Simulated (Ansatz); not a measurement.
What a change of settings does to a run on Nb

The cell was built from the bcc type and relaxed in the same program; it needn't be a known or the stable phase. The listed cell was then made from it by scaling, straining or moving an atom.

First run: DFT, PBE, all-electron PAW with datasets made for the crystal, scalar-relativistic (Ansatz 0.2.0).

Command: `ansatz run input.yaml --threads 1 --pin off --max-ram 2048MiB --backend cpu --events-out ev --progress --plain --runs-dir out` The run took about 4.8 s on 1 thread of a shared machine.

```yaml
crystal:
  lattice:
    - [-1.6325457, 1.6325457, 1.6325457]
    - [1.6325457, -1.6325457, 1.6325457]
    - [1.6325457, 1.6325457, -1.6325457]
  atoms:
    - { symbol: Nb, position: [0.0, 0.0, 0.0] }
kpoints:
  mp_grid: { grid: [16, 16, 16] }
scf:
  occupations: { method: fermi_dirac, width: 0.08 }
hamiltonian:
  xc: pbe
  pseudopotentials: { kind: all_electron, datasets: crystal }
output:
  forces: true
  stress: true
  eigenvalues: true
  efg: { contact_densities: true }
```

Result: converged; pressure 7.51 GPa; 6 SCF iterations.

Spin polarisation is left out, and whether a magnetic state lies lower isn't shown here.

The input is then changed:

```diff
@@ -7,5 +7,5 @@
     - { symbol: Nb, position: [0.0, 0.0, 0.0] }
 kpoints:
-  mp_grid: { grid: [16, 16, 16] }
+  mp_grid: { grid: [11, 11, 11] }
 scf:
   occupations: { method: fermi_dirac, width: 0.08 }
```

Q: Predict the outcome of the changed run.

A: It converged; energy at zero smearing +13.6 meV/atom from the first run; pressure 8.29 GPa; 7 SCF iterations. Some of these settings are too coarse for converged properties.

The results part of its log:

```
SCF 1 converged in 7 iterations: F = -103945.708810 eV  dr2 = 3.93e-10
  Residual-converged pass: ⟨swp⟩=2.9  Hψ=1084  notcnv=0  max |occ|·‖R‖ = 3.7e-6 eV (tolerance 3.7e-6 eV)  dr2=4.18e-10  dr2_onsite=1.46e-10  max |Δocc| = 7.5e-11
  greatest PAW one-centre occupation: 0.996 electrons in one spin orbital (limit 2), on the Nb atom at site 0 (counted from 0), in its partial waves of l = 0
SCF converged after 7 iterations
Free energy (F): -103945.708810 eV
Harris-Foulkes:  -103945.708810 eV  (|F-HF|=2.91e-11)
Internal energy: -103945.672381 eV  (E = F + TS)
E sigma→0 (E₀):  -103945.690595 eV
Entropy (-TS):   -0.036429 eV (-36.429 meV/atom)
Past the cutoff: the bands carry plane waves up to 1.75 times it, of which those up to 1.5 times it add -0.000287 eV an atom, each by itself; the spheres take 0.000156 eV an atom off the energy for waves past 1.75 times it
By the cutoff:   a pressure is off by up to 0.006 GPa (1.2 times the spheres' own share and the shells' term, over an atom's volume, and 0.004 GPa: a bound that held against runs at twice the plane waves)
Past the cutoffs: a stress includes 0.0005 GPa for waves and charges beyond them, in addition to the slope of what the spheres take
In the spheres:  the bands' charges fall short by 1.5e-7 e at most (sound up to 1e-3)
Fermi energy:    20.704025 eV
--- Per-component energies (eV) ---
  The terms above E_closure are by the made datasets' own strengths, without shells solved beside the bands.
--- Forces (eV/Å), atoms counted from 1 ---
  atom   1  Nb     0.00000000    -0.00000000     0.00000000
  max |Σ_I F_I| component: 1.85e-32 eV/Å
--- Stress (GPa, compression-positive) ---
        8.286159      -0.000000       0.000000
        0.000000       8.286159       0.000000
       -0.000000      -0.000000       8.286159
  P = ⅓ Tr σ = 8.2862 GPa (82.862 kbar)
--- PAW observables at the nuclei: V_zz in 10²¹ V/m², potentials from the cell's mean, atoms counted from 1 ---
  atom   1  Nb V_zz =    -0.000000   η = 0.0000   by run symmetry: forbidden
            electrostatic potential = -6146.021036 V   contact ρ = 540987.801991 e/Å³
--- Band table (eV; the first three rows and the last of 56) ---
  k-point 0: bands = ["-33.5739", "-8.8076", "-8.8076", "-8.8076", "14.7586", "21.0759", "21.0759", "21.0759", "24.1013"]
  k-point 1: bands = ["-33.5520", "-8.9372", "-8.8467", "-8.8088", "15.1079", "20.8597", "21.0152", "21.4163", "23.7910"]
  k-point 2: bands = ["-33.4927", "-9.2756", "-8.9503", "-8.8120", "16.0076", "20.3344", "20.7466", "22.4023", "23.4657"]
  k-point 55: bands = ["-33.1022", "-9.8389", "-9.8147", "-9.8147", "16.8888", "16.9512", "25.9258", "25.9258", "26.3968"]
```
